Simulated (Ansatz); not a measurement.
Born–Oppenheimer molecular dynamics of CH$_{8}$Si$_{2}$ (11 atoms, charge 0, multiplicity 1). It goes on from the last frame of an earlier run, with new velocities.

Computed with RKS BHLYP-D4/def2-SVP in Ansatz 0.2.0.

```yaml
ensemble: NVE (velocity Verlet)
time_step: 0.5 fs
steps_asked: 250
starting_velocities_drawn_for: 500 K
masses: H 2.014 u
seed: 282993
```

First frame:

```xyz
11
Properties=species:S:1:pos:R:3
Si -0.037 0.187 0.071
C -0.111 -0.312 1.884
H -1.068 -0.473 2.251
H 0.524 -1.208 2.038
H 0.269 0.474 2.546
Si 2.187 0.027 -0.820
H 3.056 0.002 0.376
H 2.596 -1.131 -1.617
H 2.208 1.335 -1.688
H -0.527 1.657 0.022
H -0.826 -0.685 -0.840
```

(1) How far do the bonds stretch over the last three quarters of this one trajectory? (Pairs bonded in most of those frames.)

Answers

(1) 
| bond | mean (Å) | spread (Å) | shortest | longest |
| --- | --- | --- | --- | --- |
| Si1–C2 | 1.888 | 0.030 | 1.84 | 1.93 |
| Si1–Si6 | 2.355 | 0.014 | 2.33 | 2.38 |
| Si1–H10 | 1.491 | 0.051 | 1.41 | 1.57 |
| Si1–H11 | 1.494 | 0.078 | 1.38 | 1.62 |
| C2–H3 | 1.100 | 0.035 | 1.04 | 1.16 |
| C2–H4 | 1.095 | 0.024 | 1.05 | 1.14 |
| C2–H5 | 1.098 | 0.034 | 1.04 | 1.16 |
| Si6–H7 | 1.499 | 0.044 | 1.42 | 1.57 |
| Si6–H8 | 1.492 | 0.035 | 1.43 | 1.55 |
| Si6–H9 | 1.503 | 0.074 | 1.38 | 1.61 |

Mean temperature of the second half: 417 K. The conserved energy stayed within 0.083 meV per atom of its start (net change 0.017 meV per atom), so the integration is sound. A run of 0.12 ps of so small a system gives no equilibrium averages.

The run took 6.2 min on 2 threads of Arm Neoverse V2, on a shared host, peak memory 0.17 GiB.
